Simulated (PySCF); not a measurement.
Species: C4H7S (charge -1).
Numbering: `[CH2:1]=[C:2]([S-:3])[CH2:4][CH3:5]` (hydrogens: H6, H7 on C1; H8, H9 on C4; H10, H11, H12 on C5)

Computed geometry: GFN2-xTB, gas phase.

(1) List the bond lengths, angles and torsions at this level.

## Answers

(1) 
| bond | length (Å) |
| --- | --- |
| C1=C2 | 1.342 |
| C2–S3 | 1.715 |
| C2–C4 | 1.514 |
| C4–C5 | 1.527 |
| C1–H6 | 1.084 |
| C1–H7 | 1.078 |
| C4–H8, C4–H9 | 1.097 |
| C5–H10, C5–H11, C5–H12 | 1.090 |

Bonds in one row agree within 0.01 Å and their mean is given. A selection of angles:
| angle | degrees |
| --- | --- |
| C2–C1–H6 | 121.8 |
| C2–C1–H7 | 121.6 |
| H6–C1–H7 | 116.6 |
| C1–C2–S3 | 124.1 |
| C1–C2–C4 | 120.2 |
| S3–C2–C4 | 115.7 |
| C2–C4–C5 | 110.7 |
| C2–C4–H8 | 108.9 |
| C5–C4–H8 | 108.8 |
| H8–C4–H9 | 108.3 |
| C4–C5–H10 | 111.5 |
| C4–C5–H11 | 110.2 |
| H10–C5–H11 | 108.8 |
| H11–C5–H12 | 108.3 |

Dihedral angles: C1–C2–C4–C5 -108° (anticlinal). The mirror-image conformer, all signs reversed, is as good.

C1 (carbon bonded to C and 2 H) is planar (angles 121.8°, 121.6° and 116.6°, sum 360.0°, 0.00 Å off the plane of its three neighbours). The C–C distances run from 1.342 Å (C1=C2, drawn double in one of several resonance forms) to 1.527 Å (C4–C5, drawn single), a spread of 0.185 Å. C2 (fully substituted alkene carbon) is planar (angles 124.1°, 120.2° and 115.7°, sum 360.0°, 0.00 Å off the plane of its three neighbours). Of the pairs four or more bonds apart, S3···H12 is among the closest relative to their van der Waals radii: 2.86 Å, 95 % of the sum of Bondi's values.

Point group: C1 (no symmetry element, even within 0.4 Å). Stationary, but not proved a minimum.
